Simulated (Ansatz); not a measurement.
Zinc-blende InAs: LDA at its full settings (plane-wave cutoff 520 eV, 10×10×10 k mesh, Fermi–Dirac smearing 0.01 eV, scalar-relativistic PAW data made under PBE) and at cheaper ones, in a cell of 2 atoms with Γ-centred meshes.

| level and setting | lattice constant a (Å) | bulk modulus (GPa) |
|---|---|---|
| LDA (Ansatz) | 6.026 | 60.1 |
| LDA (2×2×2 k mesh) (Ansatz) | 6.297 | 41.9 |
| LDA (4×4×4 k mesh) (Ansatz) | ___ | ___ |

Q: What belongs in the gaps?

A: 
- LDA (4×4×4 k mesh) (Ansatz, a program for electronic structure), lattice constant a (Å): 6.045
- LDA (4×4×4 k mesh) (Ansatz), bulk modulus (GPa): 59.0

Largest shifts from the full settings: lattice constant a +4.50 % (LDA (2×2×2 k mesh)), against a difference of -0.35 % of the full result from the reference 6.047 Å (measured, static lattice: zero-point anharmonic expansion removed; as tabulated in Mejia-Rodriguez and Trickey (2018), arXiv:1807.09216); bulk modulus -30 % (LDA (2×2×2 k mesh)), against a difference of +2.6 % of the full result from the reference 58.6 GPa (measured, 0 K value with the zero-point phonon effect removed; as tabulated in Mejia-Rodriguez and Trickey (2018), arXiv:1807.09216).

Ansatz's density-functional and Hartree–Fock values are scalar-relativistic unless marked +SOC, with PAW data made under PBE.

Run with cheap settings on purpose, which may leave them unconverged: LDA (2×2×2 k mesh), LDA (4×4×4 k mesh).
